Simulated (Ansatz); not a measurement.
## Pulling the pair apart

The pair of HF (SMILES F, atoms 1–2) and SO2 (SMILES O=S=O, atoms 3–5), both closed shells, in one local arrangement (a lower one may exist), relaxed at PBE0-D4/def2-TZVP:

```tsv
atom	x (Å)	y (Å)	z (Å)
F1	0.0580	-0.2186	-2.4164
H2	0.1417	0.1824	-1.5828
O3	-0.1591	-0.0715	2.5760
S4	-0.2047	-0.4422	1.1989
O5	0.1640	0.5498	0.2243
```

SO2 is shifted rigidly along the line between the mean atom positions of the two fragments (negative: closer). Counterpoise interaction energies in kJ/mol. Ansatz 0.2.0; basis: def2-TZVPPD; cores frozen in the correlated methods. B3LYP uses VWN-RPA correlation.

```json
{"shift (Å)": "-0.18", "B3LYP-D4": "-16.7", "PBE-D4": "-16.0", "wB97M-V": "-15.6"}
{"shift (Å)": "-0.09", "B3LYP-D4": "-19.1", "PBE-D4": "-18.4", "wB97M-V": "-18.2"}
{"shift (Å)": "0.00", "B3LYP-D4": "-19.9", "PBE-D4": "-19.2", "wB97M-V": "-19.1"}
{"shift (Å)": "0.09", "B3LYP-D4": "-19.7", "PBE-D4": "-19.0", "wB97M-V": "-19.0"}
{"shift (Å)": "0.22", "B3LYP-D4": "-18.4", "PBE-D4": "-17.9", "wB97M-V": "-17.8"}
{"shift (Å)": "0.46", "B3LYP-D4": "-15.0", "PBE-D4": "-14.7", "wB97M-V": "-14.5"}
{"shift (Å)": "0.92", "B3LYP-D4": "-9.0", "PBE-D4": "-9.1", "wB97M-V": "-8.8"}
{"shift (Å)": "1.84", "B3LYP-D4": "-3.4", "PBE-D4": "-3.4", "wB97M-V": "-3.4"}
```

(1) What does CCSD(T) give at these shifts? (An estimate is asked for; the value comes from the calculation.)

The T1 diagnostic stays at or below 0.019. The restricted Hartree–Fock reference is unstable towards an unrestricted one here.

Answers

(1) By the calculation: -12.2, -15.3, -16.6, -16.9, -16.2, -13.6, -8.5, -3.3 kJ/mol. For zero shift, CCSD(T) at an estimated basis limit (MP2 extrapolated from triple and quadruple zeta, plus CCSD(T) − MP2 in triple zeta) gives -18.1 kJ/mol. These are counterpoise interaction energies, counted from the two frozen fragments.

For scale, one of the runs: CCSD(T)/def2-TZVPPD, 188 basis functions, launched by `ansatz run in.yaml --threads 2 --pin off --events-out ev --progress --plain --max-ram 5222MiB`. Hardware: 2 CPU threads of an Arm Neoverse V1, shared host. Wall time 77 s; peak host memory 2.1 GiB.
